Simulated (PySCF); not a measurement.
**ethene: calculation against experiment**

**What was measured.**

From NIST CCCBDB Release 22 (SRD 101), experimental polarizabilities, for the gas: mean polarisability 4.188 Å³.

Wang, Chong, Molecules 2025, 30, 2887 (The role of exchange energy in modeling core-electron binding energies of strongly polar bonds) lists, for the gas: C 1s binding energy of C1/C2 290.82 eV.

CORE65 (Golze, Keller, Rinke, J. Phys. Chem. Lett. 2020, 11, 1840), as tabulated in Jana, Herbert, J. Chem. Phys. 2023, 158, 094111, SI lists, for the gas: C 1s binding energy of C1/C2 290.82 eV.

The results are set against them at the end.

Compound: ethene, C2H4.
Atom-mapped SMILES: `[CH2:1]=[CH2:2]` (hydrogens: H3, H4 on C1; H5, H6 on C2)

Cartesian coordinates in Å at the GFN2-xTB level; atoms count from 1:
```xyz
6
C2H4 angstrom
C      0.6438    0.1326   -0.0483
C     -0.6427   -0.1323    0.0412
H      1.0177    1.1431   -0.0770
H      1.3859   -0.6476   -0.0978
H     -1.3840    0.6485    0.0902
H     -1.0175   -1.1423    0.0700
```

The PySCF runs (gas phase, on this GFN2-xTB geometry; non-relativistic but for the core-level run):

```tsv
level	job	basis functions	wall time
CAM-B3LYP/def2-SVPD	8 singlets by full TDDFT, 3 Tamm–Dancoff triplets, polarisability	72	1.9 s
delta-SCF UKS SCAN, pcX-2 on the ionised atom, pcseg-1 elsewhere, spin-free X2C	ΔSCF core ionisation, 1 hole	79	1.6 s
```

Hardware: an x86-64 server with one thread, no GPU, on a shared host.

Results beside the measurements:

**Mean polarisability.** Measured: 4.188 Å³ (NIST CCCBDB Release 22 (SRD 101), experimental polarizabilities).

```
              level  computed (Å³)  computed − measured (Å³)  % (from the printed values)
CAM-B3LYP/def2-SVPD          3.901                    -0.287                           -7
```

The computed values are static and purely electronic, with core orbitals frozen in the response (1 au = 0.148185 Å³). The table of measured values doesn't say here whether a value is static or optical, or holds a vibrational part.

**Core binding energies.** Delta-SCF UKS SCAN, pcX-2 on the ionised atom, pcseg-1 elsewhere, spin-free X2C (PySCF 2.14.0).

```tsv
level and atom	computed (eV)	measured (eV)	computed − measured (eV)
C 1s, C1/C2	290.67	290.82 and 290.82	-0.15
```

Sources, in the order of the opening: Wang, Chong, Molecules 2025, 30, 2887 (The role of exchange energy in modeling core-electron binding energies of strongly polar bonds); CORE65 (Golze, Keller, Rinke, J. Phys. Chem. Lett. 2020, 11, 1840), as tabulated in Jana, Herbert, J. Chem. Phys. 2023, 158, 094111, SI. The computed values are vertical, without vibrational structure; measured positions hang on the energy calibration. The first atom of each set that the bonding makes equivalent was ionised and stands for the set.

No measured geometry was used, and the causes of the misses weren't examined.
